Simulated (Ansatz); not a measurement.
Two isomers of C3H6FNO: A = `NC/C(O)=C\F`, B = `CC(F)OC=N`.

Gas-phase electronic energies from Ansatz, PBE0-D4/def2-TZVP geometries. CBS: MP2 limit from def2 TZ/QZ plus the TZ coupled-cluster correction, frozen cores. Functionals use def2-TZVPP. B3LYP here is the variant with VWN-RPA as its local correlation; programs differ in this. One conformer a species, not always the lowest.

A:

Z-matrix (Å, degrees):
```
C
C 1 1.502
N 1 1.460 2 108.2
H 1 1.093 2 110.3 3 -126.3
H 1 1.095 2 108.5 3 116.4
C 2 1.327 1 124.5 3 146.0
O 2 1.352 1 114.6 3 -35.2
H 3 1.012 1 111.3 2 -83.9
H 3 1.010 1 111.7 2 155.2
F 6 1.350 2 120.5 1 0.9
H 6 1.081 2 125.4 1 179.2
H 7 0.976 2 103.9 1 18.4
```

B:

Z-matrix (Å, degrees):
```
C
C 1 1.499
H 1 1.091 2 109.9
H 1 1.091 2 110.0 3 120.2
H 1 1.090 2 109.5 3 -120.0
F 2 1.373 1 109.6 3 61.3
O 2 1.404 1 108.3 3 -56.4
H 2 1.092 1 114.2 3 -178.8
C 7 1.346 2 117.4 1 -158.3
N 9 1.255 7 123.8 2 2.2
H 9 1.092 7 108.9 2 -178.3
H 10 1.014 9 110.7 7 179.0
```

(1) Which is lower in electronic energy at CCSD(T)/CBS, and by how much? (Best estimate.)

(2) Give E(B) − E(A) in kcal/mol with B3LYP-D4, r2SCAN-D4, CCSD(T)/def2-TZVPP, PBE0-D4, B3LYP, B2PLYP, ωB97M-V. (Best estimate.)

Largest T1 diagnostic: 0.013.

Answers

(1) Computed: B, by 14.6 kcal/mol.

(2) Computed: B3LYP-D4 -14.8, r2SCAN-D4 -15.7, CCSD(T)/def2-TZVPP -15.6, PBE0-D4 -13.3, B3LYP -15.2, B2PLYP -15.9, ωB97M-V -14.9. None reverses the order clearly.

In def2-TZVPP, CCSD(T) changes the Hartree–Fock value by +4.7 kcal/mol (the triples alone add +0.2 kcal/mol) and MP2 by +4.9 kcal/mol.
